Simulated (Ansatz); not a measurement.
Ansatz (an electronic-structure program) input:

Ansatz 0.2 input:
```yaml
crystal:
  periodic: [false, false, false]
  atoms:
    - {symbol: C, position_ang: [-0.90662125, 0.03356361, 0.01032845]}
    - {symbol: O, position_ang: [-0.65976389, -1.22345915, 0.01905495]}
    - {symbol: O, position_ang: [0.01796517, 0.87372362, -0.00828984]}
    - {symbol: H, position_ang: [-1.92429970, 0.42273406, 0.01867193]}
    - {symbol: C, position_ang: [1.44997031, 0.46407951, -0.02130595]}
    - {symbol: H, position_ang: [1.98517887, 1.40495353, -0.03628633]}
    - {symbol: H, position_ang: [1.64490934, -0.10607014, 0.88265114]}
    - {symbol: H, position_ang: [1.62376902, -0.12272839, -0.91889202]}
    - {symbol: H, position_ang: [-1.45526222, -1.78686349, 0.03359938]}
basis:
  gaussian:
    orbitals: aug-cc-pVDZ
total_charge: 1
magnetization: {spin_polarized: false}
correlation: {method: ccsd_t, electrons: outside_noble_gas}
output: {forces: true}
```

What final total energy does it print?

-228.85244 Eh (CCSD(T)/aug-cc-pVDZ). The basis has 137 functions. The run takes very roughly 5 core-minutes.

It need not be the lowest isomer of its formula.
